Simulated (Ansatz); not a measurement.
## Nudged elastic band run: C3H4N, charge +1

Input:

```yaml
crystal:
  periodic: [false, false, false]
  atoms:
    - { symbol: C, position_ang: [0.613785, 1.512431, -1.231881] }
    - { symbol: "N", position_ang: [0.107658, 0.785864, -0.479366] }
    - { symbol: C, position_ang: [-0.539205, -0.038353, 0.429694] }
    - { symbol: C, position_ang: [-0.070071, -1.277105, 0.697745] }
    - { symbol: H, position_ang: [1.094775, 2.183844, -1.9373] }
    - { symbol: H, position_ang: [-1.427649, 0.419915, 0.875593] }
    - { symbol: H, position_ang: [0.826406, -1.688457, 0.224252] }
    - { symbol: H, position_ang: [-0.605709, -1.898137, 1.421253] }
total_charge: 1
basis:
  gaussian: { orbitals: "6-31G*" }
hamiltonian:
  xc: revpbe
neb:
  order_check: false
  images: 5
  f_tol: 0.03
  max_iterations: 60
  optimiser: fire
  climbing: immediate
  final_atoms:
    - { symbol: C, position_ang: [0.613266, 1.51333297, -1.23211508] }
    - { symbol: "N", position_ang: [0.11055542, 0.78307123, -0.48100095] }
    - { symbol: C, position_ang: [-0.53713288, -0.03971575, 0.42905014] }
    - { symbol: C, position_ang: [-0.07063015, -1.27825051, 0.69950513] }
    - { symbol: H, position_ang: [1.09140512, 2.18783861, -1.93690257] }
    - { symbol: H, position_ang: [-1.42412268, 0.42305955, 0.87231934] }
    - { symbol: H, position_ang: [-0.60763642, -1.89749758, 1.42342188] }
    - { symbol: H, position_ang: [0.82428558, -1.69183651, 0.22571212] }
  initial_path:
    images:
      - { positions_ang: [[0.613785, 1.512431, -1.231881], [0.107658, 0.785864, -0.479366], [-0.539205, -0.038353, 0.429694], [-0.070071, -1.277105, 0.697745], [1.094775, 2.183844, -1.9373], [-1.427649, 0.419915, 0.875593], [0.826406, -1.688457, 0.224252], [-0.605709, -1.898137, 1.421253]] }
      - { positions_ang: [[0.56190431, 1.49057903, -1.18640187], [0.06738504, 0.75027727, -0.44854961], [-0.55701002, -0.08979142, 0.43494589], [-0.06460419, -1.31125704, 0.70609401], [1.02824764, 2.17538317, -1.87557874], [-1.29321502, 0.6308553, 0.70868291], [0.84408354, -1.69506893, 0.24687412], [-0.5868013, -1.95097539, 1.41392328]] }
      - { positions_ang: [[0.51002362, 1.46872707, -1.14092274], [0.02711208, 0.71469055, -0.41773322], [-0.57481504, -0.14122984, 0.44019778], [-0.05913739, -1.34540908, 0.71444302], [0.96172028, 2.16692235, -1.81385747], [-1.15878103, 0.8417956, 0.54177283], [0.86176108, -1.70168086, 0.26949623], [-0.5678936, -2.00381378, 1.40659357]] }
      - { positions_ang: [[0.45814294, 1.4468751, -1.09544362], [-0.01316088, 0.67910382, -0.38691683], [-0.59262006, -0.19266825, 0.44544967], [-0.05367058, -1.37956112, 0.72279203], [0.89519291, 2.15846152, -1.75213621], [-1.02434705, 1.0527359, 0.37486274], [0.87943861, -1.7082928, 0.29211835], [-0.5489859, -2.05665218, 1.39926385]] }
      - { positions_ang: [[0.50985063, 1.46902772, -1.14100077], [0.02807789, 0.71375962, -0.4182782], [-0.57412433, -0.14168409, 0.43998316], [-0.05932377, -1.34579092, 0.71502973], [0.96059698, 2.16825388, -1.813725], [-1.1576056, 0.84284379, 0.5406816], [0.38374694, -1.77136106, 0.66921953], [-0.09122874, -1.93504695, 1.00807994]] }
      - { positions_ang: [[0.56155831, 1.49118035, -1.18655793], [0.06931665, 0.74841543, -0.44963958], [-0.5556286, -0.09069992, 0.43451665], [-0.06497696, -1.31202072, 0.70726743], [1.02600105, 2.17804625, -1.87531378], [-1.29086414, 0.63295167, 0.70650047], [-0.11194474, -1.83442932, 1.04632071], [0.36652842, -1.81344173, 0.61689603]] }
      - { positions_ang: [[0.613266, 1.51333297, -1.23211508], [0.11055542, 0.78307123, -0.48100095], [-0.53713288, -0.03971575, 0.42905014], [-0.07063015, -1.27825051, 0.69950513], [1.09140512, 2.18783861, -1.93690257], [-1.42412268, 0.42305955, 0.87231934], [-0.60763642, -1.89749758, 1.42342188], [0.82428558, -1.69183651, 0.22571212]] }
```

Run as:

```bash
$ ansatz run input.yaml --threads 1 --pin off --max-ram 2048MiB --backend cpu --events-out ev --progress --plain --runs-dir out
```

Output, in part (warnings, iteration lines):

```
NEB end point (image 0): max|allowed force component| = 1.517e-2 eV/Å (the criterion of neb.relax_end_points is 1.000e-2)
NEB end point (image 6): max|allowed force component| = 1.977e-2 eV/Å (the criterion of neb.relax_end_points is 1.000e-2)
NEB iter   1: max|band force component| = 1.101e2 eV/Å  barrier→ = 26.8983 eV  barrier← = 26.8983 eV  CI = image 4  Δτ_max = 0.2000 Å  (192 SCF iters)
NEB iter   2: max|band force component| = 2.151e1 eV/Å  barrier→ = 14.3306 eV  barrier← = 14.3306 eV  CI = image 4  Δτ_max = 0.2000 Å  (166 SCF iters)
NEB iter   3: max|band force component| = 2.451e2 eV/Å  barrier→ = 42.5585 eV  barrier← = 42.5585 eV  CI = image 4  Δτ_max = 0.2000 Å  (157 SCF iters)
NEB iter   4: max|band force component| = 2.179e1 eV/Å  barrier→ = 12.9843 eV  barrier← = 12.9843 eV  CI = image 4  Δτ_max = 0.2000 Å  (155 SCF iters)
NEB iter   5: max|band force component| = 7.937e0 eV/Å  barrier→ = 7.4017 eV  barrier← = 7.4017 eV  CI = image 4  Δτ_max = 0.1433 Å  (167 SCF iters)
NEB iter   6: max|band force component| = 7.763e0 eV/Å  barrier→ = 5.9529 eV  barrier← = 5.9529 eV  CI = image 4  Δτ_max = 0.2000 Å  (161 SCF iters)
NEB iter   7: max|band force component| = 6.395e0 eV/Å  barrier→ = 4.6651 eV  barrier← = 4.6651 eV  CI = image 4  Δτ_max = 0.1374 Å  (174 SCF iters)
NEB iter   8: max|band force component| = 2.777e1 eV/Å  barrier→ = 5.0035 eV  barrier← = 5.0035 eV  CI = image 4  Δτ_max = 0.1487 Å  (173 SCF iters)
NEB iter   9: max|band force component| = 8.259e0 eV/Å  barrier→ = 3.9765 eV  barrier← = 3.9765 eV  CI = image 4  Δτ_max = 0.0113 Å  (177 SCF iters)
NEB iter  10: max|band force component| = 6.923e0 eV/Å  barrier→ = 3.9466 eV  barrier← = 3.9466 eV  CI = image 4  Δτ_max = 0.0208 Å  (152 SCF iters)
NEB iter  11: max|band force component| = 4.534e0 eV/Å  barrier→ = 3.9017 eV  barrier← = 3.9018 eV  CI = image 4  Δτ_max = 0.0262 Å  (155 SCF iters)
NEB iter  12: max|band force component| = 3.223e0 eV/Å  barrier→ = 3.8604 eV  barrier← = 3.8604 eV  CI = image 4  Δτ_max = 0.0237 Å  (155 SCF iters)
NEB iter  13: max|band force component| = 5.237e0 eV/Å  barrier→ = 3.8273 eV  barrier← = 3.8273 eV  CI = image 4  Δτ_max = 0.0017 Å  (164 SCF iters)
NEB iter  14: max|band force component| = 4.842e0 eV/Å  barrier→ = 3.8243 eV  barrier← = 3.8243 eV  CI = image 4  Δτ_max = 0.0033 Å  (128 SCF iters)
NEB iter  15: max|band force component| = 4.102e0 eV/Å  barrier→ = 3.8185 eV  barrier← = 3.8185 eV  CI = image 4  Δτ_max = 0.0046 Å  (141 SCF iters)
NEB iter  16: max|band force component| = 3.116e0 eV/Å  barrier→ = 3.8106 eV  barrier← = 3.8107 eV  CI = image 4  Δτ_max = 0.0056 Å  (144 SCF iters)
NEB iter  17: max|band force component| = 3.101e0 eV/Å  barrier→ = 3.8013 eV  barrier← = 3.8013 eV  CI = image 4  Δτ_max = 0.0060 Å  (145 SCF iters)
NEB iter  18: max|band force component| = 3.080e0 eV/Å  barrier→ = 3.7909 eV  barrier← = 3.7909 eV  CI = image 4  Δτ_max = 0.0058 Å  (144 SCF iters)
NEB iter  19: max|band force component| = 3.051e0 eV/Å  barrier→ = 3.7801 eV  barrier← = 3.7801 eV  CI = image 4  Δτ_max = 0.0062 Å  (147 SCF iters)
NEB iter  20: max|band force component| = 3.012e0 eV/Å  barrier→ = 3.7676 eV  barrier← = 3.7676 eV  CI = image 4  Δτ_max = 0.0079 Å  (155 SCF iters)
NEB iter  21: max|band force component| = 2.962e0 eV/Å  barrier→ = 3.7532 eV  barrier← = 3.7532 eV  CI = image 4  Δτ_max = 0.0098 Å  (157 SCF iters)
NEB iter  22: max|band force component| = 2.901e0 eV/Å  barrier→ = 3.7363 eV  barrier← = 3.7363 eV  CI = image 4  Δτ_max = 0.0121 Å  (153 SCF iters)
NEB iter  23: max|band force component| = 2.829e0 eV/Å  barrier→ = 3.7164 eV  barrier← = 3.7164 eV  CI = image 4  Δτ_max = 0.0149 Å  (153 SCF iters)
NEB iter  24: max|band force component| = 2.743e0 eV/Å  barrier→ = 3.6938 eV  barrier← = 3.6938 eV  CI = image 4  Δτ_max = 0.0184 Å  (165 SCF iters)
NEB iter  25: max|band force component| = 2.636e0 eV/Å  barrier→ = 3.6706 eV  barrier← = 3.6706 eV  CI = image 4  Δτ_max = 0.0227 Å  (165 SCF iters)
NEB iter  26: max|band force component| = 2.501e0 eV/Å  barrier→ = 3.6509 eV  barrier← = 3.6509 eV  CI = image 4  Δτ_max = 0.0277 Å  (165 SCF iters)
NEB iter  27: max|band force component| = 2.370e0 eV/Å  barrier→ = 3.6398 eV  barrier← = 3.6398 eV  CI = image 4  Δτ_max = 0.0332 Å  (163 SCF iters)
NEB iter  28: max|band force component| = 2.140e0 eV/Å  barrier→ = 3.6420 eV  barrier← = 3.6420 eV  CI = image 4  Δτ_max = 0.0396 Å  (163 SCF iters)
NEB iter  29: max|band force component| = 1.914e0 eV/Å  barrier→ = 3.6667 eV  barrier← = 3.6667 eV  CI = image 4  Δτ_max = 0.0473 Å  (163 SCF iters)
NEB iter  30: max|band force component| = 1.743e0 eV/Å  barrier→ = 3.7321 eV  barrier← = 3.7322 eV  CI = image 4  Δτ_max = 0.0553 Å  (164 SCF iters)
NEB iter  31: max|band force component| = 1.666e0 eV/Å  barrier→ = 3.8542 eV  barrier← = 3.8543 eV  CI = image 4  Δτ_max = 0.0640 Å  (164 SCF iters)
NEB iter  32: max|band force component| = 1.958e0 eV/Å  barrier→ = 4.0486 eV  barrier← = 4.0486 eV  CI = image 4  Δτ_max = 0.0743 Å  (162 SCF iters)
NEB iter  33: max|band force component| = 2.288e0 eV/Å  barrier→ = 4.3410 eV  barrier← = 4.3411 eV  CI = image 4  Δτ_max = 0.0858 Å  (158 SCF iters)
NEB iter  34: max|band force component| = 2.581e0 eV/Å  barrier→ = 4.7403 eV  barrier← = 4.7403 eV  CI = image 4  Δτ_max = 0.0103 Å  (159 SCF iters)
NEB iter  35: max|band force component| = 2.533e0 eV/Å  barrier→ = 4.7674 eV  barrier← = 4.7674 eV  CI = image 4  Δτ_max = 0.0205 Å  (157 SCF iters)
NEB iter  36: max|band force component| = 2.444e0 eV/Å  barrier→ = 4.8254 eV  barrier← = 4.8254 eV  CI = image 4  Δτ_max = 0.0304 Å  (167 SCF iters)
NEB iter  37: max|band force component| = 2.330e0 eV/Å  barrier→ = 4.9163 eV  barrier← = 4.9163 eV  CI = image 4  Δτ_max = 0.0399 Å  (165 SCF iters)
NEB iter  38: max|band force component| = 2.202e0 eV/Å  barrier→ = 5.0421 eV  barrier← = 5.0421 eV  CI = image 4  Δτ_max = 0.0490 Å  (164 SCF iters)
NEB iter  39: max|band force component| = 2.070e0 eV/Å  barrier→ = 5.2028 eV  barrier← = 5.2028 eV  CI = image 4  Δτ_max = 0.0574 Å  (162 SCF iters)
NEB iter  40: max|band force component| = 1.944e0 eV/Å  barrier→ = 5.3913 eV  barrier← = 5.3914 eV  CI = image 4  Δτ_max = 0.0726 Å  (165 SCF iters)
NEB iter  41: max|band force component| = 1.835e0 eV/Å  barrier→ = 5.6224 eV  barrier← = 5.6224 eV  CI = image 4  Δτ_max = 0.0902 Å  (162 SCF iters)
NEB iter  42: max|band force component| = 6.153e0 eV/Å  barrier→ = 2.4342 eV  barrier← = 2.4342 eV  CI = image 4  Δτ_max = 0.0400 Å  (187 SCF iters)
NEB iter  43: max|band force component| = 4.309e0 eV/Å  barrier→ = 1.9305 eV  barrier← = 1.9305 eV  CI = image 4  Δτ_max = 0.0676 Å  (164 SCF iters)
NEB iter  44: max|band force component| = 4.563e0 eV/Å  barrier→ = 1.4278 eV  barrier← = 1.4279 eV  CI = image 5  Δτ_max = 0.0693 Å  (159 SCF iters)
NEB iter  45: max|band force component| = 5.281e0 eV/Å  barrier→ = 1.5135 eV  barrier← = 1.5135 eV  CI = image 5  Δτ_max = 0.0081 Å  (159 SCF iters)
NEB iter  46: max|band force component| = 4.429e0 eV/Å  barrier→ = 1.5231 eV  barrier← = 1.5232 eV  CI = image 5  Δτ_max = 0.0147 Å  (120 SCF iters)
NEB iter  47: max|band force component| = 3.960e0 eV/Å  barrier→ = 1.5422 eV  barrier← = 1.5422 eV  CI = image 5  Δτ_max = 0.0210 Å  (141 SCF iters)
NEB iter  48: max|band force component| = 3.458e0 eV/Å  barrier→ = 1.5703 eV  barrier← = 1.5703 eV  CI = image 5  Δτ_max = 0.0276 Å  (142 SCF iters)
NEB iter  49: max|band force component| = 3.000e0 eV/Å  barrier→ = 1.6075 eV  barrier← = 1.6075 eV  CI = image 5  Δτ_max = 0.0331 Å  (142 SCF iters)
NEB iter  50: max|band force component| = 3.124e0 eV/Å  barrier→ = 1.6540 eV  barrier← = 1.6540 eV  CI = image 5  Δτ_max = 0.0375 Å  (151 SCF iters)
NEB iter  51: max|band force component| = 3.593e0 eV/Å  barrier→ = 1.7101 eV  barrier← = 1.7102 eV  CI = image 5  Δτ_max = 0.0454 Å  (152 SCF iters)
NEB iter  52: max|band force component| = 3.480e0 eV/Å  barrier→ = 1.7846 eV  barrier← = 1.7847 eV  CI = image 5  Δτ_max = 0.0544 Å  (153 SCF iters)
NEB iter  53: max|band force component| = 3.168e0 eV/Å  barrier→ = 1.8837 eV  barrier← = 1.8837 eV  CI = image 5  Δτ_max = 0.0649 Å  (160 SCF iters)
NEB iter  54: max|band force component| = 2.313e0 eV/Å  barrier→ = 2.0171 eV  barrier← = 2.0171 eV  CI = image 5  Δτ_max = 0.0746 Å  (160 SCF iters)
NEB iter  55: max|band force component| = 4.122e0 eV/Å  barrier→ = 2.1981 eV  barrier← = 2.1981 eV  CI = image 5  Δτ_max = 0.0804 Å  (158 SCF iters)
NEB iter  56: max|band force component| = 3.698e0 eV/Å  barrier→ = 2.4373 eV  barrier← = 2.4373 eV  CI = image 5  Δτ_max = 0.0829 Å  (163 SCF iters)
NEB iter  57: max|band force component| = 1.688e0 eV/Å  barrier→ = 2.7546 eV  barrier← = 2.7547 eV  CI = image 5  Δτ_max = 0.0080 Å  (162 SCF iters)
NEB iter  58: max|band force component| = 1.850e0 eV/Å  barrier→ = 2.7907 eV  barrier← = 2.7907 eV  CI = image 5  Δτ_max = 0.0165 Å  (144 SCF iters)
NEB iter  59: max|band force component| = 1.910e0 eV/Å  barrier→ = 2.8694 eV  barrier← = 2.8694 eV  CI = image 5  Δτ_max = 0.0261 Å  (143 SCF iters)
NEB iter  60: max|band force component| = 1.854e0 eV/Å  barrier→ = 2.9904 eV  barrier← = 2.9904 eV  CI = image 5  Δτ_max = 0.0363 Å  (154 SCF iters)
Error: NEB band did not converge after 60 iterations: max|band force component| = 1.85e0 eV/Å (threshold 3.0e-2); raise `neb.max_iterations` in a new run, which can start from the last band evaluated (`neb.initial_path`, with `crystal.atoms` and `neb.final_atoms` set to its first and last images), …
```

It did not converge within its limit. The band didn't meet its force threshold, so its energies are provisional: the largest band force was still 1.85 eV/Å, and over the last iterations the top moved between 2.79 and 2.99 eV. Neighbouring images lie up to 1.9 Å apart, so the band is torn or far too coarse. Limits of this set-up: the dipole of an ion depends on the origin.

Final band:

| image | path coordinate (Å) | energy (kcal/mol) |
| --- | --- | --- |
| 0 | 0.00 | 0.0 |
| 1 | 0.24 | 0.8 |
| 2 | 0.46 | 3.5 |
| 3 | 0.77 | 13.9 |
| 4 | 1.43 | 51.3 |
| 5 | 1.89 | 69.0 |
| 6 | 3.77 | 0.0 |

The run took 7.4 min on 1 thread of Arm Neoverse V1 (shared host), peak memory 0.12 GiB.
